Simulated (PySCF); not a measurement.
CH₄, optimised at GFN2-xTB:

```xyz
5

C     -0.0149     0.0093    -0.0167
H     -0.0155     0.4361    -1.0111
H     -0.0215    -1.0705    -0.0876
H      0.8723     0.3306     0.5132
H     -0.8948     0.3410     0.5188
```

Energies from PySCF (xtb for GFN2), thermal terms from the rigid-rotor harmonic-oscillator model, ideal gas at 1 bar. 6-31G* has spherical d functions here. All species are closed-shell singlets. B3LYP is the form with VWN-RPA correlation.

Problem. List the harmonic frequencies (cm⁻¹, unscaled) at this level and at the other levels, each on its own geometry.

Solution. 
- GFN2-xTB: 1386, 1386, 1386, 1557, 1557, 3090, 3104, 3104, 3104
- B3LYP/6-31G*: 1374, 1374, 1374, 1594, 1594, 3053, 3162, 3162, 3162
- HF/6-31G*: 1488, 1489, 1489, 1704, 1704, 3194, 3298, 3298, 3298
- PBE/def2-SVP: 1261, 1261, 1261, 1484, 1484, 2968, 3112, 3112, 3112
- PBE0/def2-TZVP: 1327, 1327, 1327, 1551, 1551, 3048, 3168, 3168, 3169
